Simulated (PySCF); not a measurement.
# Basis-set dependence of population analyses: `[NH3+][BH2-]O`

Species: BH₆NO.
Numbering: `[NH3+:1][BH2-:2][OH:3]` (hydrogens: H4, H5, H6 on N1; H7, H8 on B2; H9 on O3)

PBE0 throughout (PySCF), one geometry, spherical d and f functions. Isolated species at its PBE0-D3(BJ)/def2-SVP geometry (one conformer only). Atoms taken as equivalent share a column and are averaged.

Mulliken charges (e):

```
        basis  functions      N1      B2      O3  H4/H5/H6   H7/H8      H9
       STO-3G         21  -0.413  +0.118  -0.382    +0.252  -0.126  +0.173
        6-31G         39  -0.848  +0.333  -0.696    +0.364  -0.120  +0.360
     pcSseg-0         39  -0.796  +0.233  -0.696    +0.351  -0.076  +0.359
       6-31G*         54  -0.863  +0.223  -0.674    +0.381  -0.115  +0.400
      cc-pVDZ         72  +0.039  -0.047  -0.230    +0.129  -0.141  +0.133
     def2-SVP         72  -0.044  -0.033  -0.274    +0.152  -0.134  +0.162
6-311+G(2d,p)        117  -0.617  +0.133  -0.579    +0.305  -0.054  +0.255
  aug-cc-pVDZ        123  -0.004  -0.776  -0.476    +0.059  +0.480  +0.118
    def2-TZVP        129  -0.423  -0.066  -0.532    +0.278  -0.061  +0.310
     IGLO-III        165  -0.549  +0.285  -0.629    +0.292  -0.131  +0.279
      cc-pVTZ        174  -0.021  -0.079  -0.393    +0.155  -0.087  +0.201
```

IAO charges (e):

```json
{"basis": "STO-3G", "functions": "21", "N1": "-0.391", "B2": "-0.044", "O3": "-0.455", "H4/H5/H6": "+0.264", "H7/H8": "-0.063", "H9": "+0.224"}
{"basis": "6-31G", "functions": "39", "N1": "-0.474", "B2": "-0.013", "O3": "-0.615", "H4/H5/H6": "+0.295", "H7/H8": "-0.059", "H9": "+0.334"}
{"basis": "pcSseg-0", "functions": "39", "N1": "-0.446", "B2": "-0.028", "O3": "-0.585", "H4/H5/H6": "+0.288", "H7/H8": "-0.064", "H9": "+0.323"}
{"basis": "6-31G*", "functions": "54", "N1": "-0.459", "B2": "+0.017", "O3": "-0.621", "H4/H5/H6": "+0.288", "H7/H8": "-0.068", "H9": "+0.335"}
{"basis": "cc-pVDZ", "functions": "72", "N1": "-0.449", "B2": "-0.005", "O3": "-0.618", "H4/H5/H6": "+0.287", "H7/H8": "-0.065", "H9": "+0.340"}
{"basis": "def2-SVP", "functions": "72", "N1": "-0.440", "B2": "-0.002", "O3": "-0.615", "H4/H5/H6": "+0.285", "H7/H8": "-0.069", "H9": "+0.337"}
{"basis": "6-311+G(2d,p)", "functions": "117", "N1": "-0.473", "B2": "+0.001", "O3": "-0.651", "H4/H5/H6": "+0.296", "H7/H8": "-0.060", "H9": "+0.355"}
{"basis": "aug-cc-pVDZ", "functions": "123", "N1": "-0.468", "B2": "-0.003", "O3": "-0.649", "H4/H5/H6": "+0.294", "H7/H8": "-0.059", "H9": "+0.355"}
{"basis": "def2-TZVP", "functions": "129", "N1": "-0.473", "B2": "+0.005", "O3": "-0.647", "H4/H5/H6": "+0.295", "H7/H8": "-0.061", "H9": "+0.353"}
{"basis": "IGLO-III", "functions": "165", "N1": "-0.475", "B2": "+0.003", "O3": "-0.651", "H4/H5/H6": "+0.296", "H7/H8": "-0.060", "H9": "+0.356"}
{"basis": "cc-pVTZ", "functions": "174", "N1": "-0.473", "B2": "+0.004", "O3": "-0.644", "H4/H5/H6": "+0.295", "H7/H8": "-0.062", "H9": "+0.353"}
```

Some averages cover members that differ in this geometry, most widely: H7/H8, Mulliken in aug-cc-pVDZ +0.410 to +0.550; H4/H5/H6, Mulliken in aug-cc-pVDZ +0.022 to +0.089; H7/H8, Mulliken in cc-pVTZ -0.107 to -0.066; H4/H5/H6, Mulliken in 6-311+G(2d,p) +0.296 to +0.323 e.

**Question.** Which scheme is steadiest as the basis changes?

**Answer.** Largest range over the bases for any column: IAO 0.20 e, Mulliken 1.11 e. IAO charges move least and Mulliken charges most, counted in e. Without the minimal STO-3G basis the ranges are IAO 0.07, Mulliken 1.11 e.

**Question.** How much do the charges still move between the two largest bases, IGLO-III and cc-pVTZ?

**Answer.** At most, over all atoms: Mulliken 0.528 e, IAO 0.007 e.

**Question.** What do the same runs give for the total energy, the frontier levels and the dipole moment?

**Answer.** 
```
        basis  energy (Eh)  HOMO (eV)  LUMO (eV)  μ (D)
       STO-3G    -156.1932      -2.84       8.26   5.50
        6-31G    -158.2369      -6.62       1.32   5.47
     pcSseg-0    -157.9183      -6.72       0.94   5.51
       6-31G*    -158.2771      -6.68       1.47   5.18
      cc-pVDZ    -158.2994      -6.79       0.88   5.10
     def2-SVP    -158.1759      -6.82       0.84   5.19
6-311+G(2d,p)    -158.3512      -7.17      -0.47   4.96
  aug-cc-pVDZ    -158.3194      -7.16      -0.69   4.89
    def2-TZVP    -158.3618      -7.11       0.20   4.99
     IGLO-III    -158.3698      -7.15      -0.09   4.94
      cc-pVTZ    -158.3589      -7.07       0.30   4.96
```

The dipole is fixed by the density alone, so its range of 0.62 D shows that the density itself changes with the basis, not only its division among atoms.
